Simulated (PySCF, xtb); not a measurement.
Bonds broken one at a time in the series Al Cl-Br. Gas-phase values, no solvent. Strings in code marks are SMILES. Quantity: homolytic bond dissociation enthalpy at 298 K (no spin–orbit term). Enthalpy corrections at 298 K come from GFN2-xTB frequencies (xtb). Level 1: PBE-D3(BJ)/def2-TZVP // TPSSh-D3(BJ)/def2-TZVP (PySCF). Level 2: TPSSh-D3(BJ)/def2-TZVP (PySCF).

```tsv
case	level 1 (kcal/mol)	level 2 (kcal/mol)
Br–Al bond of `[Br][Al]([Br])[Br]`, giving `[Br]` and `[Br][Al][Br]`	98.0	98.5
Al–Br bond of `[Cl][Al]([Br])[Br]`, giving `[Br]` and `[Cl][Al][Br]`	98.8	99.2
Al–Br bond of `[Cl][Al]([Cl])[Br]`, giving `[Br]` and `[Cl][Al][Cl]`	99.6	100.0
Cl–Al bond of `[Cl][Al]([Br])[Br]`, giving `[Br][Al][Br]` and `[Cl]`	111.1	withheld
Cl–Al bond of `[Cl][Al]([Cl])[Br]`, giving `[Cl]` and `[Cl][Al][Br]`	112.0	111.6
Cl–Al bond of `[Cl][Al]([Cl])[Cl]`, giving `[Cl]` and `[Cl][Al][Cl]`	112.9	112.4
```

Fit level 2 = a + b·x to the 5 complete rows by least squares, with x = level 1 in kcal/mol. Give a, b and the rms residual, and predict the withheld value.

Means of the 5 rows: x̄ = 104.26, ȳ = 104.34 kcal/mol. Σ(x − x̄)² = 225.27 and Σ(x − x̄)(y − ȳ) = 210.68, so b = 0.935 and a = ȳ − b·x̄ = 6.86 kcal/mol. The rms residual is 0.02 kcal/mol. At x = 111.1 the line gives 110.7 kcal/mol. The run for Cl–Al bond of `[Cl][Al]([Br])[Br]`, giving `[Br][Al][Br]` and `[Cl]` gave 110.7 kcal/mol, so the line is off by 0.0 kcal/mol, within twice the rms residual.

Codes: PySCF, xtb.
